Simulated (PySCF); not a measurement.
BH$_{5}$S, closed shell: at the end structure of a reaction step.

run.py

```python
import json, numpy as np
from pyscf import gto, scf, dft, mp, cc
EV, BOHR = 27.211386245988, 0.529177210903
mol = gto.M(atom="""
B -0.243653 -0.677275 -0.469191
S 0.653765 0.955344 0.188113
H -0.692284 -0.270560 -1.513667
H 0.706626 -1.409744 -0.602392
H 0.983644 0.651217 1.457240
H -1.047884 -0.996634 0.365840
H -0.366025 1.741354 0.581382
""", basis="def2-tzvpp", charge=0, spin=0, max_memory=8670, verbose=0)
def mean_field(mol, dm=None):
    mf = scf.RHF(mol).density_fit()
    mf.conv_tol = 1e-9
    mf.kernel(dm0=dm)
    if not mf.converged: mf = mf.newton().run(mf.mo_coeff, mf.mo_occ)
    assert mf.converged
    return mf
def d4(mol):
    return 0.0, np.zeros((7, 3))
def energy_and_gradient(mol, dm=None):
    mf = mean_field(mol, dm); e, g = d4(mol)
    return mf, (mf.e_tot + e) * EV, (mf.nuc_grad_method().kernel()[:7] + g) * EV / BOHR
out = {}
mf = mean_field(mol); frozen = 6
print(f"Hartree-Fock energy {mf.e_tot * EV:.6f} eV")
m2 = mp.MP2(mf, frozen=frozen or None).run()
out.update(reference=mf.e_tot * EV, same_spin=m2.e_corr_ss * EV, opposite_spin=m2.e_corr_os * EV, energy=m2.e_tot * EV, converged=True, frozen=frozen)
print(f"MP2 correlation {m2.e_corr * EV:.6f} eV")
c = cc.CCSD(mf, frozen=frozen or None); c.conv_tol = 1e-7; c.max_cycle = 80; eris = c.ao2mo(); c.kernel(eris=eris); t = c.ccsd_t(eris=eris)
t1 = c.t1 if isinstance(c.t1, tuple) else (c.t1, c.t1); t2 = c.t2 if isinstance(c.t2, tuple) else (c.t2,)
T1 = np.sqrt(sum((a**2).sum() for a in t1) / 2 / (mol.nelectron - 2 * frozen))
print(f"CCSD correlation {c.e_corr * EV:.6f} eV, (T) {t * EV:.6f} eV, T1 diagnostic {T1:.4f}")
out.update(ccsd=c.e_corr * EV, triples=t * EV, t1=T1, largest_double=max(abs(a).max() for a in t2 if a.size), energy=(c.e_tot + t) * EV, converged=bool(c.converged))
out['triplet_stable'] = bool(mf.stability(internal=False, external=True, return_status=True)[3])
out['s2'] = mf.spin_square()[0]; out['nelec'] = mol.nelec
print(f"Total energy {out['energy']:.6f} eV, <S^2> {out['s2']:.4f}")
json.dump(out, open("out.json", "w"), default=float)
```

Command:

```bash
OMP_NUM_THREADS=4 python run.py
```

It printed (PySCF 2.14):

```
Hartree-Fock energy -11567.828321 eV
MP2 correlation -8.882887 eV
CCSD correlation -10.045269 eV, (T) -0.371521 eV, T1 diagnostic 0.0107
Total energy -11578.245111 eV, <S^2> 0.0000
```

The run took 24 s on 4 CPU threads of an Intel Xeon 6975P-C (shared host), with 0.69 GiB of host memory at its peak.
